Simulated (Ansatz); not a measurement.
Basis-set limit of CH2Si⁺, doublet

```xyz
4

Si    0.0000    0.0000    0.4697
C     0.0000    0.0000   -1.3049
H     0.0000    1.2713    1.2312
H     0.0000   -1.2713    1.2312
```

Connectivity, by distances: SiH2–C.

Ansatz 0.2.0, UHF determinant, valence electrons correlated. Energies in eV.

| set | X | functions | Hartree–Fock | MP2 correlation | CCSD(T) correlation | time |
| --- | --- | --- | --- | --- | --- | --- |
| def2-TZVPP | 3 | 101 | -8911.8767 | -4.5168 | -5.8836 | 25 s on 1 × NVIDIA H100 80GB HBM3 with 1 thread of AMD EPYC 7R13 Processor (Zen 3), on a shared host |
| def2-QZVPP | 4 | 187 | -8912.1666 | -4.8753 | -6.1831 | 50 s on 1 × NVIDIA H100 80GB HBM3 with 1 thread of AMD EPYC 7R13 Processor (Zen 3), on a shared host |

Hartree–Fock is taken to follow E(X) = E∞ + A·exp(−7.88·√X), correlation E(X) = E∞ + B·X^−2.97.

Cautions: higher spins were not checked; ⟨S²⟩ of the determinant is 1.51 against 0.75, spin contaminated.

Q: Work out the CCSD(T) energy at the limit, and how far the shortcut misses it that extrapolates MP2 and adds CCSD(T) minus MP2 from the smaller set.

A: Hartree–Fock: E∞ = E4 + 0.1377·(E4 − E3) = -8912.2066. Correlation: E∞ = E4 + 0.7407·(E4 − E3) = -6.4050 for CCSD(T) and -5.1409 for MP2. The limit is -8918.6116 eV, 0.262 eV below def2-QZVPP. The shortcut gives a correlation energy of -5.1409 + (-1.3668) = -6.5076, 103 meV lower than the direct value.

Past Ne part of the Hartree–Fock step between the two sets comes from the cores, which don't follow the formula, so the 40 meV that it adds to the total can overshoot; that part largely cancels in differences.
